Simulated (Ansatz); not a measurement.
# H4Si2: the cost of one run

Program: Ansatz 0.2.0. Level of theory: the levels named in each step. These are calculated values, not measurements.

**1. The structure to begin with**

Bond lengths: Si1–Si2 2.289 Å, Si1–H3 1.500 Å, Si2–H4 1.476 Å, Si2–H5 1.475 Å, Si2–H6 1.468 Å. Angles: Si1–Si2–H4 117.8°, Si1–Si2–H5 106.3°, Si1–Si2–H6 118.4°, H4–Si2–H5 104.3°, H4–Si2–H6 104.0°, H5–Si2–H6 104.4°, Si2–Si1–H3 101.9°.

Structure file:

```xyz
6

Si    1.0936   -0.4793   -0.1844
Si   -0.9947    0.3976    0.1491
H     1.9740    0.6034    0.3665
H    -1.4244    0.6423    1.5400
H    -1.9511   -0.6047   -0.3568
H    -1.3546    1.6334   -0.5571
```

**2. A rough first relaxation, PBE-D4/def2-SVP**

This run stands in another session on the same molecule. It ended at:

```xyz
6

Si    1.1939   -0.5462   -0.2102
Si   -1.0246    0.3171    0.1146
H     1.7051    0.7692    0.4294
H    -1.2350    0.5929    1.5878
H    -2.1431   -0.5782   -0.3516
H    -1.1537    1.6380   -0.6127
```

**3. Relaxation, HF/STO-3G**

File input.yaml:

```yaml
crystal:
  periodic: [false, false, false]
  atoms:
    - { symbol: Si, position_ang: [1.193898, -0.54622434, -0.21023475] }
    - { symbol: Si, position_ang: [-1.02457846, 0.31707075, 0.11463505] }
    - { symbol: H, position_ang: [1.70514586, 0.76915439, 0.42938512] }
    - { symbol: H, position_ang: [-1.23496998, 0.59287643, 1.58780736] }
    - { symbol: H, position_ang: [-2.14306041, -0.57819599, -0.35155004] }
    - { symbol: H, position_ang: [-1.15370502, 1.63795876, -0.61268275] }
basis:
  gaussian: { orbitals: STO-3G }
hamiltonian:
  xc: hf
relax:
  f_tol: 0.002
  max_steps: 150
```

The run is started by

```bash
ansatz run input.yaml --threads 2 --pin off --max-ram 5120MiB --backend cpu --events-out ev --progress --plain --runs-dir out
```

Q: Estimate wall time and peak memory on 2 threads of Intel Xeon Platinum 8259CL at 2.50GHz (Skylake/Cascade Lake), shared host.

About 1.8 s, with a peak of 0.092 GiB.
